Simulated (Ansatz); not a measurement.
# C₂H₄FN: vertical ionisation energy

How much energy removes an electron from C₂H₄FN at fixed geometry? The cation is run at each level and the neutral's energy taken from earlier runs.

The runs use Ansatz 0.2.0, Gaussian basis; unrestricted cation, the program's frozen cores in correlated methods.

Plan: UKS PBE-D4/def2-TZVPP; UKS r2SCAN-D4/def2-TZVPP; UKS PBE0-D4/def2-TZVPP; UKS B3LYP-D4/def2-TZVPP; UKS wB97X-V/def2-TZVPP; UKS wB97M-V/def2-TZVPP; UKS B2PLYP/def2-TZVPP; UHF-CCSD(T)/def2-TZVPP; UHF-MP2/def2-QZVPP; extrapolation to the limit; then −ε(HOMO) from the neutral's earlier runs with LDA (SPW92), PBE-D4, revPBE-D4, BLYP-D4, r2SCAN-D4, B97M-V, PBE0-D4, B3LYP-D4, r2SCANh-D4, r2SCAN0-D4, HSE06-D4, BHLYP-D4, CAM-B3LYP-D4, LC-ωPBE, ωB97X-V, ωB97M-V.

**1. The relaxed structure**

All runs share one geometry, relaxed beforehand with PBE0-D4 in a triple-zeta def2 set.

SMILES `C/N=C\F`, 8 atoms, charge 0, spin multiplicity 1.

Atoms are counted from 1 here; the program's logs count them from 0.

Bond lengths: C1–N2 1.443 Å, C1–H5 1.093 Å, C1–H6 1.092 Å, C1–H7 1.092 Å, N2–C3 1.239 Å, C3–F4 1.349 Å, C3–H8 1.086 Å. Angles: N2–C1–H5 114.5°, N2–C1–H6 108.4°, N2–C1–H7 108.4°, H5–C1–H6 109.1°, H5–C1–H7 109.2°, H6–C1–H7 106.8°, C1–N2–C3 121.5°, N2–C3–F4 125.3°, N2–C3–H8 124.0°, F4–C3–H8 110.7°.

Geometry (Å):

```xyz
8

C    -0.0607    0.9982   -0.2736
N     0.5540   -0.0170    0.5466
C     0.2335   -1.2093    0.4485
F    -0.6922   -1.7001   -0.4013
H    -0.7985    0.6209   -0.9859
H    -0.5380    1.7300    0.3823
H     0.7258    1.5265   -0.8169
H     0.6683   -2.0064    1.0443
```

**2. Cation, UKS PBE-D4/def2-TZVPP**

The input, in.yaml:

```yaml
crystal:
  periodic: [false, false, false]
  atoms:
    - {symbol: C, position_ang: [-0.060742, 0.998246, -0.273558]}
    - {symbol: N, position_ang: [0.554016, -0.016982, 0.546624]}
    - {symbol: C, position_ang: [0.233525, -1.209306, 0.448503]}
    - {symbol: F, position_ang: [-0.692210, -1.700137, -0.401314]}
    - {symbol: H, position_ang: [-0.798538, 0.620878, -0.985888]}
    - {symbol: H, position_ang: [-0.537983, 1.730019, 0.382346]}
    - {symbol: H, position_ang: [0.725834, 1.526511, -0.816913]}
    - {symbol: H, position_ang: [0.668300, -2.006429, 1.044301]}
basis:
  gaussian: {orbitals: def2-TZVPP}
total_charge: 1
magnetization: {spin_polarized: true, initial_magnetization: 1}
hamiltonian: {xc: pbe, dispersion: d4}
```

Started as:

```sh
$ ansatz run in.yaml --threads 2 --pin off --events-out ev --progress --plain --max-ram 4352MiB
```

After this run come: Cation, UKS r2SCAN-D4/def2-TZVPP; Cation, UKS PBE0-D4/def2-TZVPP; Cation, UKS B3LYP-D4/def2-TZVPP; Cation, UKS wB97X-V/def2-TZVPP; Cation, UKS wB97M-V/def2-TZVPP; Cation, UKS B2PLYP (frozen core)/def2-TZVPP; Cation, UHF-CCSD(T)/def2-TZVPP; Cation, UHF-MP2/def2-QZVPP.

**Question.** What will the summary of the whole plan be? Wanted: ionisation energy, CCSD(T)/CBS; nearest functional by difference; nearest −ε(HOMO); −ε(HOMO) of PBE; T1 of the cation.

The runs gave:

| quantity | value |
| --- | --- |
| ionisation energy, CCSD(T)/CBS | 10.83 eV |
| nearest functional by difference | ωB97M-V (-0.22 eV) |
| nearest −ε(HOMO) | LC-ωPBE (+0.05 eV) |
| −ε(HOMO) of PBE | 6.51 eV |
| T1 of the cation | 0.026 |

In words: By cation minus neutral, the functionals miss by 0.46 eV at most. −ε(HOMO) of PBE misses by 4.3 eV, since self-interaction lifts the level. Among orbital estimates LC-ωPBE comes nearest. Hartree-Fock falls 1.45 eV short, as the neutral has more correlation energy than the cation.
